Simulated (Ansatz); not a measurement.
A made-up structure of CH2NSi, doublet:

```
atom    x (Å)    y (Å)    z (Å)
  C1   1.0905  -0.7519  -0.2572
 Si2  -0.9864  -0.5915   0.1168
  N3   0.2430   0.4157  -0.4807
  H4   1.1164   0.5966  -0.0105
  H5   0.1636   0.8996  -1.3606
```

It is relaxed with PBE-D4/def2-SVP and then PBE0-D4/def2-TZVP (Ansatz 0.2.0). Atoms count as bonded within 1.22 times the sum of their covalent radii (H–H: 0.88 Å). The end point is not checked to be a true minimum.

Does its bonding change? (Judge from chemistry; the calculation decides.)

The calculation gives: Yes. Formed: none; broken: Si2–N3.

Where it ends: The first stage lowers the energy by 2.99 eV in 11 steps. It ends as CH₂NSi ([NH2][C][Si]):
C1  (-0.032, -0.388, -0.167)
Si2  (-0.949, -1.675, 0.425)
N3  (0.675, 0.604, -0.624)
H4  (1.335, 1.105, -0.045)
H5  (0.599, 0.923, -1.581)
(Å)

Labels in which every atom is bracketed show which atoms are joined, not bond orders.

For scale, one of the runs: PBE0-D4/def2-TZVP relaxation, 111 basis functions, launched by `ansatz run in.yaml --threads 2 --pin off --events-out ev --progress --plain --max-ram 4352MiB`. Hardware: 2 CPU threads of an Intel Xeon, shared host. Wall time about 31 s.
